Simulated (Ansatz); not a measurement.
Results of the Gaussian-basis code of Ansatz.

Basis-set series for C$_{5}$H$_{12}$S, SMILES `CCC(C)(C)S`. The species carries charge 0 and has multiplicity 1. The geometry is a stationary point of PBE0-D4/def2-TZVP. It is one conformer, not always the lowest.

Z-matrix (Å, degrees):
```
C
C 1 1.517
H 1 1.092 2 110.3
H 1 1.092 2 112.2 3 -119.5
H 1 1.092 2 111.2 3 119.0
C 2 1.532 1 116.5 3 179.0
H 2 1.094 1 109.3 3 -58.3
H 2 1.098 1 109.2 3 57.8
C 6 1.521 2 111.9 1 -60.4
C 6 1.524 2 108.9 1 178.0
S 6 1.837 2 111.3 1 63.2
H 9 1.091 6 112.0 2 62.5
H 9 1.091 6 110.6 2 -177.2
H 9 1.095 6 109.9 2 -57.5
H 10 1.092 6 111.2 2 179.8
H 10 1.094 6 109.5 2 60.1
H 10 1.093 6 111.3 2 -59.2
H 11 1.342 6 97.4 2 -72.1
```

| functional | basis | functions | energy (Eh) | HOMO (eV) | LUMO (eV) |
| --- | --- | --- | --- | --- | --- |
| PBE0-D4 | def2-TZVPP | 365 | -595.66956 | -6.70 | 0.62 |
| PBE0-D4 | def2-QZVPP | 715 | -595.69310 | -6.74 | 0.37 |
| ωB97M-V | def2-TZVPP | 365 | -595.90076 | -8.97 | 2.27 |
| ωB97M-V | def2-QZVPP | 715 | -595.92370 | -9.00 | 1.59 |

Question: Give the rows for def2-SVP. (Best estimate.)

Answer: The calculation gave: 
```
functional     basis  functions  energy (Eh)  HOMO (eV)  LUMO (eV)
   PBE0-D4  def2-SVP        148   -595.31926      -6.56       1.07
   ωB97M-V  def2-SVP        148   -595.53605      -8.80       2.93
```

Positive LUMOs are unbound and depend on the basis.
